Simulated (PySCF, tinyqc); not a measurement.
RKS/PBE in the sto-3g basis, for CH2, spin multiplicity 1, step by step. The lowest restricted solution is unstable here: a spin-polarised one lies 0.0221 hartree lower (PySCF). One step of it, computed by the program tinyqc.

Problem. Orthogonalisation. S = U s U^T; symmetric (Loewdin) form X = U s^(-1/2) U^T, so that X^T S X = 1.

overlap S, lower triangle:
```
           1C 1s     1C 2s    1C 2px     1C 2py    1C 2pz     2H 1s     3H 1s
1C 1s   1.000000
1C 2s   0.248362  1.000000
1C 2px  0.000000  0.000000  1.000000
1C 2py  0.000000  0.000000  0.000000   1.000000
1C 2pz  0.000000  0.000000  0.000000   0.000000  1.000000
2H 1s   0.027075  0.305006  0.000000   0.295510  0.145604  1.000000
3H 1s   0.028171  0.312854  0.000000  -0.301571  0.148563  0.041423  1.000000
```

Give: eigenvalues of S; X.

Solution.

eigenvalues of S: 0.4954  0.5569  0.8915  1.0000  1.0858  1.4018  1.5685

X, lower triangle:
```
          1C 1s    1C 2s  1C 2px   1C 2py   1C 2pz    2H 1s   3H 1s
1C 1s    1.0258
1C 2s   -0.1402   1.1126
1C 2px   0.0000   0.0000  1.0000
1C 2py   0.0002  -0.0023  0.0000   1.0804
1C 2pz  -0.0050   0.0409  0.0000  -0.0010   1.0189
2H 1s    0.0186  -0.1773  0.0000  -0.1728  -0.0826   1.0900
3H 1s    0.0190  -0.1833  0.0000   0.1775  -0.0850  -0.0122  1.0949
```
